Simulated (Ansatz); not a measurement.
**CH₂NSi+: one structure at several levels**

An exercise on one series of results from a longer session: the logs are not shown, and one member is left open.

Method: single points in def2-TZVPP; program: Ansatz 0.2.0, Gaussian basis.

Correlated methods freeze the cores.

## Where the work starts

SMILES `N#C[SiH2+]`, 5 atoms, charge 1, spin multiplicity 1.

Atoms are counted from 1 here; the program's logs count them from 0.

Bond lengths: N1–C2 1.134 Å, C2–Si3 1.873 Å, Si3–H4 1.421 Å, Si3–H5 1.334 Å. Angles: N1–C2–Si3 168.6°, C2–Si3–H4 109.1°, C2–Si3–H5 120.4°, H4–Si3–H5 130.4°.

As a file:

```
N     1.01160   -1.35640    1.49050
C     0.40830   -0.75390    0.74270
Si   -0.28350    0.45500   -0.50930
H    -1.38580   -0.14470   -1.17620
H     0.31130    1.63270   -0.70950
```

Set-up of the first run:

run/in.yaml

```yaml
crystal:
  periodic: [false, false, false]
  atoms:
    - {symbol: N, position_ang: [1.011600, -1.356400, 1.490500]}
    - {symbol: C, position_ang: [0.408300, -0.753900, 0.742700]}
    - {symbol: Si, position_ang: [-0.283500, 0.455000, -0.509300]}
    - {symbol: H, position_ang: [-1.385800, -0.144700, -1.176200]}
    - {symbol: H, position_ang: [0.311300, 1.632700, -0.709500]}
basis:
  gaussian: {orbitals: def2-TZVPP}
total_charge: 1
correlation: {method: ccsd_t}
output: {forces: true}
```

The run is started by

```bash
> ansatz run in.yaml --threads 4 --pin off --events-out ev --progress --plain --max-ram 5222MiB
```

Steps of the session up to this table: CCSD(T)/def2-TZVPP; PBE0-D4/def2-TZVPP; wB97M-V/def2-TZVPP; r2SCAN-D4/def2-TZVPP; PBE-D4/def2-TZVPP; B97M-V/def2-TZVPP; HSE06-D4/def2-TZVPP.

One of the session's tables, all rows but one given; the rest of the session is left out.

```
   method  RMS force component (eV/Å)  angle to CCSD(T) forces (°)
  CCSD(T)                       2.561                    reference
  PBE0-D4                       2.199                         10.8
  wB97M-V                       2.055                         12.1
r2SCAN-D4                       2.333                          6.4
   PBE-D4                           ?                            ?
   B97M-V                       2.212                          7.8
 HSE06-D4                       2.211                         10.4
```

**Question.** Estimate the row for PBE-D4.

The run gave: RMS force component (eV/Å): 2.600; angle to CCSD(T) forces (°): 2.5. In the column «RMS force component (eV/Å)» it is the highest.
